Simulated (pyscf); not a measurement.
Single points on ωB97X-D3(BJ)/def2-SVP structures (PySCF, gas phase).

Q: Estimate the classical barrier height and the reaction energy of `[OH][BH][OH]` + `[H]` [doublet] → `[O][BH][OH]` [doublet] + `[H][H]` at ωB97M-D3(BJ)/def2-TZVP. The step runs on the doublet surface, breaks H–O and forms H–H; take the separated reactants as zero.

A: ΔE‡ = 77.2 kJ/mol, ΔE = +43.5 kJ/mol. Zero-point energy shifts the barrier by -7.6 kJ/mol. It is a hydrogen abstraction, with an imaginary mode of 1319i cm⁻¹. •O–BH–OH lies 21.2 kJ/mol over its isomer [HO–B–OH]• (electronic energy, ωB97M-D3(BJ)/def2-TZVP). One saddle was located; it need not be the lowest between these sides. The angle at the transferred H is 167°.
